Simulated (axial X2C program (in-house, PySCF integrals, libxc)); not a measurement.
**Spin–orbit effects down a group: molecules with B (ions), MP2**

Computed with an axial X2C code built on PySCF integrals, spin-free (one-electron X2C) or two-component (2c: spin–orbit coupling with atomic mean-field Coulomb and Gaunt terms, which also bring small scalar terms), in Dyall basis sets with cores contracted in-house; open shells are unrestricted.

Basis sets: B dyall-v3z, H dyall-v3z, Li dyall-cv3z, Na dyall-cv3z. Frozen shells (counts by l): BH⁺ B 1s, H none, 3 electrons correlated; LiB⁺ B 1s, Li 1s, 3 electrons correlated; NaB⁺ Na 1s, B 1s, 11 electrons correlated. Where the outer core of a metal is frozen, bonds come out longer and ionisation energies lower. Frozen cores can differ along the series, which adds to the trend.

```tsv
molecule	spin-free state	Re (Å)	ωe (cm⁻¹)	De (eV)	2c state	Re 2c (Å)	ωe 2c (cm⁻¹)	De 2c (eV)
BH⁺	M_S = 1/2, Λ = 0	1.193	2659.1	2.35	Ω = 1/2	1.193	2659.0	2.35
LiB⁺	M_S = 1/2, Λ = 0	2.476	338.2	0.81	Ω = 1/2	2.476	338.2	0.81
NaB⁺	M_S = 1/2, Λ = 0	2.839	213.3	0.56	Ω = 1/2	2.839	213.3	0.56
```

Problem. Work out the shifts from the spin-free to the two-component result.

Solution. 

```json
{"molecule": "BH⁺", "2c state": "Ω = 1/2", "ΔRe (Å)": "0.000", "Δωe (cm⁻¹)": "-0.1", "ΔDe (eV)": "0.00"}
{"molecule": "LiB⁺", "2c state": "Ω = 1/2", "ΔRe (Å)": "0.000", "Δωe (cm⁻¹)": "0.0", "ΔDe (eV)": "0.00"}
{"molecule": "NaB⁺", "2c state": "Ω = 1/2", "ΔRe (Å)": "0.000", "Δωe (cm⁻¹)": "0.0", "ΔDe (eV)": "0.00"}
```

Shifts of one unit in the last digit are rounding.

Fragments in 2c: B+ + H, B + Li+, Na+ + B. Each entry is the lowest single determinant of a limited PBE0 search at one distance. De goes to single-determinant-based atoms at the same level (for ions the charge split of lowest energy) and is withheld (n/a) where an atom does not fit its ground term or J level. Main or longest-lived isotopes. Some light 2c atoms are not at their ground J level, so De misses part of their lowering (0.04 eV or less).
